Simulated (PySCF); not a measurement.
## Removing an electron from 1-pyrroline

1-pyrroline, C₄H₇N.
Z-matrix (Å and degrees, PBE0-D3(BJ)/def2-SVP geometry), rows numbered from 1:
```
C 
N   1  1.2692
C   2  1.4573  1  108.64
C   3  1.5408  2  107.04  1   -12.38
C   1  1.5074  2  116.40  3    -0.15
H   1  1.0990  2  120.65  3  -178.14
H   3  1.1014  2  109.98  1  -135.90
H   3  1.1051  2  107.92  1   108.85
H   4  1.0990  3  113.24  2   142.04
H   4  1.1011  3  110.00  2   -97.98
H   5  1.1013  1  112.86  2   134.75
H   5  1.1055  1  109.41  2  -106.93
```

Level: CAM-B3LYP/def2-SVPD (PySCF). Frontier orbitals with their largest atomic shares (Löwdin; up to four atoms above 4 %):

| orbital | ε (eV) | main atoms |
| --- | --- | --- |
| HOMO−3 | -11.65 | C4 31 %, C5 17 %, H9 15 %, C1 11 % |
| HOMO−2 | -11.45 | C3 28 %, C4 21 %, C5 17 %, H7 9 % |
| HOMO−1 | -9.35 | N2 30 %, C1 22 %, C3 13 %, C5 9 % |
| HOMO | -8.87 | ? |
| LUMO | 1.20 | N2 35 %, C1 35 %, C5 9 %, H6 7 % |
| LUMO+1 | 1.37 | C5 16 %, C1 14 %, C4 14 %, C3 11 % |
| LUMO+2 | 2.08 | H11 10 %, C1 10 %, C4 10 %, H12 10 % |

Problem. What vertical ionisation energy does ΔSCF give, and how far is −ε(HOMO) from it?

Solution. ΔSCF: 9.71 eV (937 kJ/mol; threshold wavelength 128 nm); ⟨S²⟩ of the doublet left behind is 0.762, against 0.75 for a pure doublet. −ε(HOMO) is 8.87 eV, 0.84 eV below it. For the exact functional −ε(HOMO) would equal the first vertical ionisation energy; CAM-B3LYP (range-separated hybrid) falls short of its own ΔSCF value by 9 %.

Problem. On which atoms does the HOMO lie?

Solution. N2 (imine nitrogen) 61 %, C1 (imine carbon) 11 %, C3 (sp3 carbon bound to nitrogen) 10 %, C5 (ring CH2 carbon) 7 %, so more than half of it is on one atom. The HOMO−1 lies 0.48 eV lower.

Problem. With α = 52.1 au, estimate the like-pair dispersion coefficient by London's formula C6 = (3/4)α²I.

Solution. I = 0.3569 Eh, so C6 ≈ 727 au, a rough estimate.

Problem. How many of the 10 lowest singlet excitations (vertical TDDFT, same level) lie below the ionisation energy?

Solution. All 10; they run from 5.46 to 8.84 eV.

Problem. What kinetic energy would electrons from this vertical process carry with He I light (21.218 eV)?

Solution. 21.22 − 9.71 = 11.51 eV.

Problem. What total energies stand behind the ΔSCF value?

Solution. E(N) = -211.10971 Eh and E(N − 1) = -210.75283 Eh at the same geometry, 0.35688 Eh apart.

Geometry: PBE0-D3(BJ)/def2-SVP, one conformer, isolated molecule.
